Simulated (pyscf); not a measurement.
Structures and frequencies: ωB97X-D3(BJ)/def2-SVP in PySCF.

### Question
Estimate by transition-state theory (the high-pressure limit) the rate constant of O=W(F)(F)(F)–F + hydrogen fluoride (HF) → HO–W(F)(F)(F)(F)–F (singlet surface; F–H broken, H–O, F–W formed) at 900 K, with ωB97M-D3(BJ)/def2-TZVP energies (ideal gas, 1 atm, RRHO with modes under 100 cm⁻¹ raised to 100, one conformer, R ln 2 for rigid chiral ones; no tunnelling).

### Answer
The electronic barrier is 16.3 kcal/mol and the thermal terms add +29.4, so ΔG‡ = 45.7 kcal/mol. With k_BT/h = 1.88e+13 s⁻¹ and RT = 1.788 kcal/mol, and a volume of 1.23e-19 cm³ per molecule at 1 atm, k = 1.8e-17 cm³ molecule⁻¹ s⁻¹. The product is born with the 27 kcal/mol of the reverse barrier and needs collisions to keep. Wigner's tunnelling factor for 1279i cm⁻¹ would be 1.17. A shift of 1 kcal/mol in the barrier changes k by a factor 1.7. One saddle was located; it need not be the lowest between these sides. Elements past Kr carry the def2 core potentials, without spin-orbit coupling.
